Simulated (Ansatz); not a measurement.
Worked example: correlation energy of HB–AlH, singlet

Geometry: a point of a bend scan, not a stationary point.

```
atom   x (Å)    y (Å)    z (Å)
   B  0.0000  -0.8403   1.2062
  Al  0.0000   0.3358  -0.4789
   H  0.0000   0.1438   1.8880
   H  0.0000  -0.1202  -2.0074
```

Basis 6-31G; Ansatz 0.2.0. Correlated methods freeze the noble-gas cores, which leaves 8 electrons in 20 orbitals. R marks a restricted (for open shells ROHF) determinant.

Full CI is exact within this basis and frozen core; it isn't the basis-set limit.

Runs differ by some tens of microhartree through their thresholds, so steps under 0.03 kcal/mol mean nothing.

```json
{"level": "RHF", "total energy (hartree)": "-267.532968"}
{"level": "RMP2", "total energy (hartree)": "-267.626768"}
{"level": "RCCSD", "total energy (hartree)": "-267.662777"}
{"level": "RCCSD(T)", "total energy (hartree)": "-267.667777"}
{"level": "RCCSDT", "total energy (hartree)": "-267.668872"}
{"level": "RCCSDT(Q)", "total energy (hartree)": "-267.669369"}
{"level": "RCCSDTQ", "total energy (hartree)": "-267.669435"}
{"level": "full CI", "total energy (hartree)": "-267.669460"}
```

Task: What is the correlation energy at full CI, and what share of it do RMP2 and RCCSD recover?

Result: E(corr) = -267.669460 − (-267.532968) = -0.136492 hartree = -3.714 eV. RMP2: -0.093800 / -0.136492 = 68.72 %. RCCSD: -0.129809 / -0.136492 = 95.10 %.

Task: By how many kcal/mol does RCCSD(T) miss full CI (1 hartree = 627.509 kcal/mol), and which steps make up the rest?

Result: -267.667777 − (-267.669460) = 0.001683 hartree = 1.06 kcal/mol. Steps: RCCSDT − RCCSD(T) = -0.69, RCCSDT(Q) − RCCSDT = -0.31, RCCSDTQ − RCCSDT(Q) = -0.04, full CI − RCCSDTQ = -0.02 kcal/mol. With more than one leading determinant such errors change with state and geometry, and needn't cancel in differences.
